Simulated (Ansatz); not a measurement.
HOP, SMILES `O=P` from Hartree–Fock to CCSD(T)

Z-matrix (Å, degrees):
```
P
O 1 1.478
H 1 1.468 2 104.3
```

Charge 0, multiplicity 1. The geometry is a stationary point of PBE0-D4/def2-TZVP. Frozen core, restricted reference, the Gaussian-basis code of Ansatz. CBS rows extrapolate triple and quadruple zeta.

```tsv
basis	HF (Eh)	MP2 corr.	CCSD corr.	(T)	CCSD(T) total
def2-SVP	-415.97100	-0.30184	-0.31721	-0.01089	-416.29910
def2-TZVPP	-416.20106	-0.38002	-0.39248	-0.01836	-416.61190
def2-QZVPP	-416.21582	-0.41044	-0.41805	-0.02072	-416.65459
CBS(def2)	-416.21785	-0.43298	-0.43698	-0.02248	-416.67731
cc-pV(D+d)Z	-416.15343	-0.30312	-0.31936	-0.01110	-416.48389
cc-pV(T+d)Z	-416.20333	-0.38111	-0.39335	-0.01848	-416.61516
cc-pV(Q+d)Z	-416.21404	-0.41075	-0.41851	-0.02068	-416.65323
CBS(cc)	-416.21726	-0.43185	-0.43642	-0.02225	-416.67593
```
